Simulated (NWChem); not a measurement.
C₄H₈; SMILES C1CCC1

```xyz
12

C      0.7655     0.7655     0.1273
C      0.7655    -0.7655    -0.1273
C     -0.7655    -0.7655     0.1273
C     -0.7655     0.7655    -0.1273
H      1.0017     1.0017     1.1853
H      1.4024     1.4024    -0.5195
H      1.0017    -1.0017    -1.1853
H      1.4024    -1.4024     0.5195
H     -1.4024    -1.4024    -0.5195
H     -1.0017    -1.0017     1.1853
H     -1.0017     1.0017    -1.1853
H     -1.4024     1.4024     0.5195
```
Atoms are numbered in this order, from 1.

Computed with NWChem. Pople sets run with spherical d functions. Coordinates come from a PBE-D3(BJ)/def2-SVP optimisation. Level: PBE0/6-31G* with SMD (1 M gas to 1 M solution), gas-phase geometry.

Q: Estimate the computed values for solvent dimethyl sulfoxide. Quantities: solvation free energy (kcal/mol); cavity-dispersion-structure term (kcal/mol).

A: 
```json
{
 "solvation free energy (kcal/mol)": "-1.5",
 "cavity-dispersion-structure term (kcal/mol)": "-0.6"
}
```
